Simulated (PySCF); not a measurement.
**O2, MP2: how much the basis matters**

PySCF, UHF reference; triplet, unpaired electrons π ↑↑; De to O + O without counterpoise correction. Frozen cores follow the default of each basis and core potential.

| basis | relativity | functions | Re (Å) | ωe (cm⁻¹) | De (eV) | frozen orbitals |
| --- | --- | --- | --- | --- | --- | --- |
| STO-3G | no relativity | 10 | 1.308 | 1395 | n/a | 2 |
| def2-SVP | no relativity | 28 | 1.220 | 1491 | 5.21 | 2 |
| pcseg-2 | no relativity | 60 | 1.224 | 1464 | 5.46 | 2 |
| def2-TZVPP | no relativity | 62 | 1.223 | 1464 | 5.46 | 2 |
| def2-TZVPPD | no relativity | 80 | 1.223 | 1465 | 5.47 | 2 |

How does each smaller set differ from the one with most functions, def2-TZVPPD?

STO-3G: +8.5 pm, -4.8 % in ωe; def2-SVP: -0.3 pm, +1.8 % in ωe, -0.26 eV in De; pcseg-2: +0.1 pm, -0.1 % in ωe, -0.01 eV in De; def2-TZVPP: +0.0 pm, -0.1 % in ωe, -0.01 eV in De. All at MP2; the set with most functions is neither the basis-set limit nor always the best.

Measured (Huber and Herzberg, Constants of Diatomic Molecules (1979)): Re = 1.20752 Å, ωe = 1580.193 cm⁻¹. Correlated steps freeze 2 core orbitals. Correlated levels converge slowly with the basis: in double zeta they bind strong bonds too weakly, by up to about 1 eV, and carry superposition errors of some tenths. STO-3G is very small, so such numbers show the basis as much as the molecule. The state was picked by a PBE0 search and need not be the measured ground state.
